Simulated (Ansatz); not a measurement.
Ansatz (a first-principles code) input (HSE06/def2-TZVPD):

Ansatz 0.2 input:
```yaml
crystal:
  periodic: [false, false, false]
  atoms:
    - {symbol: C, position_ang: [0.22577584, 0.13547594, 1.40749977]}
    - {symbol: C, position_ang: [0.00742734, 0.07963315, 0.04508769]}
    - {symbol: H, position_ang: [0.38119463, 1.08236846, 1.90771855]}
    - {symbol: H, position_ang: [0.24731876, -0.75949738, 2.01389750]}
    - {symbol: C, position_ang: [-0.02844852, 1.23028516, -0.72802239]}
    - {symbol: H, position_ang: [0.12134138, 2.20489305, -0.28305230]}
    - {symbol: H, position_ang: [-0.20684708, 1.18897693, -1.79400529]}
    - {symbol: C, position_ang: [-0.18199788, -1.26143177, -0.62813139]}
    - {symbol: H, position_ang: [-0.36837223, -2.04988441, 0.10038942]}
    - {symbol: H, position_ang: [-1.02040204, -1.23565840, -1.32585567]}
    - {symbol: H, position_ang: [0.70922577, -1.53497315, -1.19769435]}
basis:
  gaussian:
    orbitals: def2-TZVPD
hamiltonian:
  xc: {name: HSE06}
magnetization: {spin_polarized: true, initial_magnetization: 1}
output: {forces: true}
```

End of the output:

```
integrals: 0.12 GiB planned
1053 factors; their error is unknown
integrals: 0.15 GiB planned
173 factors; integrals over basis functions are off by at most 5.2e-7 eV
mean field: 1.46 GiB planned
mean field evaluation 1: about -4247.3137 eV, gradient 4.3e1 eV
mean field evaluation 2: about -4242.4606 eV, gradient 5.1e1 eV
mean field evaluation 4: about -4256.4777 eV, gradient 3.4e0 eV
mean field evaluation 8: about -4256.5261 eV, gradient 1.8e-1 eV
mean field evaluation 16: about -4256.5079 eV, gradient 2.4e-4 eV
mean field -4256.50789214 eV, -156.4237798713 hartree, gradient 7.1e-5 eV, S^2 0.788224; 0 other end points of the search recorded, 0 dependent functions left out
the calculation of the forces begins
reference -4256.50793900 eV, -156.4237815935 hartree; 16, 15 occupied and 195, 196 virtual orbitals, 1053 factors
Total energy: -4256.50793900 eV, -156.4237815935 hartree
Atom 0 at     0.225776     0.135476     1.407500 Å, force    -0.017940     0.007688    -0.117019 eV/Å
Atom 1 at     0.007427     0.079633     0.045088 Å, force    -0.012555    -0.116005    -0.054661 eV/Å
Atom 2 at     0.381195     1.082368     1.907719 Å, force     0.007419     0.060825     0.019425 eV/Å
Atom 3 at     0.247319    -0.759497     2.013898 Å, force    -0.000364    -0.059874     0.028919 eV/Å
Atom 4 at    -0.028449     1.230285    -0.728022 Å, force     0.004883    -0.088957     0.070649 eV/Å
Atom 5 at     0.121341     2.204893    -0.283052 Å, force     0.009339     0.052733     0.036767 eV/Å
Atom 6 at    -0.206847     1.188977    -1.794005 Å, force    -0.010938    -0.010301    -0.062088 eV/Å
Atom 7 at    -0.181998    -1.261432    -0.628131 Å, force     0.024514     0.179184     0.087287 eV/Å
Atom 8 at    -0.368372    -2.049884     0.100389 Å, force    -0.005970    -0.025094     0.031574 eV/Å
Atom 9 at    -1.020402    -1.235658    -1.325856 Å, force    -0.028868     0.004702    -0.023281 eV/Å
Atom 10 at     0.709226    -1.534973    -1.197694 Å, force     0.030480    -0.004901    -0.017573 eV/Å
Dipole moment:    -0.003035    -0.054504    -0.035274 e Å
```

It need not be the lowest isomer of its formula.
